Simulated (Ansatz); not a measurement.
Consider the substitution at a C–C bond: `CC(O)(F)CO` + H–F → `OCC(O)(F)F` + CH₄.

Isolated molecules relaxed with PBE0-D4/def2-TZVP in Ansatz; ΔE leaves out vibrations. CCSD(T)/CBS is the MP2 limit (def2-TZVPP, def2-QZVPP) plus CCSD(T) − MP2 in def2-TZVPP, frozen cores. This one scheme is used for every species. DFT in def2-TZVPP. One conformer a species, not always the lowest.

(1) Is it downhill or uphill in electronic energy at CCSD(T)/CBS, and by how much? (An estimate is asked.)

(2) What do these levels give: r2SCAN-D4, ωB97M-V, r2SCAN, MP2/def2-TZVPP, MP2/def2-QZVPP, HF/CBS(def2)? (Best estimate.)

Largest T1 diagnostic among the species: 0.011.

Answers

(1) The calculation gave: Uphill: ΔE = +6.4 kJ/mol.

(2) Computed: r2SCAN-D4 -15.2, ωB97M-V -9.2, r2SCAN -16.6, MP2/def2-TZVPP 6.8, MP2/def2-QZVPP 11.0, HF/CBS(def2) -25.7 kJ/mol.

In def2-TZVPP, CCSD(T) changes the Hartree–Fock value by +26.0 kJ/mol (the triples alone add +1.9 kJ/mol) and MP2 by +33.3 kJ/mol. The D4 term adds +7.3 kJ/mol with B3LYP and +4.1 kJ/mol with PBE0; it sums over pairs of atoms, weighted by their polarisabilities, and B3LYP, whose exchange is more repulsive, gets the larger term.

B3LYP here is the variant with VWN-RPA as its local correlation; programs differ in this.
